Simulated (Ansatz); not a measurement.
A run for Ansatz (a quantum-chemistry and plane-wave program): U-B97M-V/def2-TZVPPD on NH2 (SMILES [NH2]), 2S+1 = 2. Files ending in .json are basis or fitting sets from the Basis Set Exchange.

Ansatz 0.2 input:
```yaml
crystal:
  periodic: [false, false, false]
  atoms:
    - {symbol: N, position_ang: [0.00000000, 0.00000000, -0.08007491]}
    - {symbol: H, position_ang: [0.00000000, -0.80231373, 0.55629442]}
    - {symbol: H, position_ang: [0.00000000, 0.80231373, 0.55629442]}
basis:
  gaussian:
    orbitals: def2-TZVPPD.json
hamiltonian:
  xc: {name: B97M-V}
magnetization: {spin_polarized: true, initial_magnetization: 1}
```

Task: Predict the final total energy.

Result: -55.8928 hartree.
